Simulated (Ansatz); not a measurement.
C2H3NS (`C1=NCS1`). The species carries charge 0 and has multiplicity 1.

Z-matrix (Å, degrees):
```
C
N 1 1.452
S 1 1.852 2 92.5
H 1 1.090 2 113.5 3 115.8
H 1 1.090 2 113.5 3 -115.8
C 2 1.278 1 95.4 3 -0.0
H 6 1.087 2 127.5 1 180.0
```

What are the harmonic wavenumbers in cm⁻¹ at PBE0-D4/def2-TZVP (Ansatz, finite differences of forces, unscaled)? (Estimate.)

Computed: 402, 612, 723, 848, 881, 949, 1032, 1110, 1183, 1271, 1441, 1628, 3096, 3165, 3184.

Is this a minimum?

Yes, all 15 modes are real.

Give the ideal-gas thermochemistry at 298.15 K and 1 bar (rigid rotor, harmonic oscillator; point group Cs, symmetry number 1).

Zero-point energy 128.8 kJ/mol; H(298) − E = 140.9 kJ/mol; entropy 272.3 J/(mol·K), of which translation 162.4, rotation 100.2, vibration 9.8; G(298) − E = 59.7 kJ/mol.
